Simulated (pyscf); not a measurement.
HO–GaH–AsH₂ (SMILES [OH][GaH][AsH2]) + H₂ (SMILES [H][H]) -> H₂Ga–AsH₂ (SMILES [GaH2][AsH2]) + H₂O (SMILES O) (four-centre exchange; singlet surface; Ga–O, H–H broken, Ga–H, H–O formed). Optimised with ωB97X-D3(BJ)/def2-SVP in PySCF. Energies in kcal/mol from the separated reactants.

| level | barrier | reaction energy |
|---|---|---|
| ωB97X-D3(BJ)/def2-TZVP | 23.0 | +13.0 |
| r²SCAN/def2-TZVP | (withheld) | (withheld) |
| B3LYP-D3(BJ)/def2-TZVP | 23.1 | +13.1 |
| M06-2X/def2-TZVP | 24.0 | +16.4 |
| ωB97M-D3(BJ)/def2-TZVP | 23.0 | +11.6 |
| HF/def2-TZVP | (withheld) | +9.1 |

Q: Fill in the missing entries.

A: 
- r²SCAN/def2-TZVP, barrier: 20.2
- r²SCAN/def2-TZVP, reaction energy: +14.1
- HF/def2-TZVP, barrier: 34.4

The functionals in the table span 3.8 kcal/mol in this barrier, from r²SCAN to M06-2X. On the product side the descent ends in an adduct with a Ga–O contact, 15.0 kcal/mol under the separated species and 25.0 kcal/mol under the saddle at ωB97X-D3(BJ)/def2-TZVP. What is counted as broken (Ga–O) persists as a longer contact in the product adduct; parting that adduct is a step of its own. At the saddle there is also a short Ga–H contact that neither side keeps. This is the saddle that the search found; another between the same sides may lie lower. Elements up to Kr have no core potential and no relativistic terms here.
